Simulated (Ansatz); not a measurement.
A made-up structure of CH2BSi, doublet:

```csv
atom,x (Å),y (Å),z (Å)
B1,0.6837,0.6190,0.3842
C2,-0.5499,-0.5420,-0.1278
Si3,-0.3675,-0.6989,1.3014
H4,-1.1101,-0.9198,-0.9722
H5,1.1923,1.3300,-0.3630
```

It is relaxed with PBE-D4/def2-SVP and then PBE0-D4/def2-TZVP (Ansatz 0.2.0). Atoms count as bonded within 1.22 times the sum of their covalent radii (H–H: 0.88 Å). The end point is not checked to be a true minimum.

Does its bonding change? (Judge from chemistry; the calculation decides.)

By the calculation: No: no bond forms or breaks.

Where it ends: The first stage lowers the energy by 3.14 eV in 11 steps. It ends as CH₂BSi ([BH]1[CH][Si]1):
| atom | x (Å) | y (Å) | z (Å) |
| --- | --- | --- | --- |
| B1 | 0.4752 | 0.4989 | -0.0152 |
| C2 | -0.5231 | -0.4999 | -0.1849 |
| Si3 | -0.2770 | -0.6694 | 1.5626 |
| H4 | -1.1008 | -0.9007 | -1.0098 |
| H5 | 1.2742 | 1.3594 | -0.1302 |

Labels in which every atom is bracketed show which atoms are joined, not bond orders.

For scale, one of the runs: PBE0-D4/def2-TZVP relaxation, 111 basis functions, launched by `ansatz run in.yaml --threads 2 --pin off --events-out ev --progress --plain --max-ram 4352MiB`. Hardware: 2 CPU threads of an Intel Xeon 6975P-C, shared host. Wall time about 9 s.
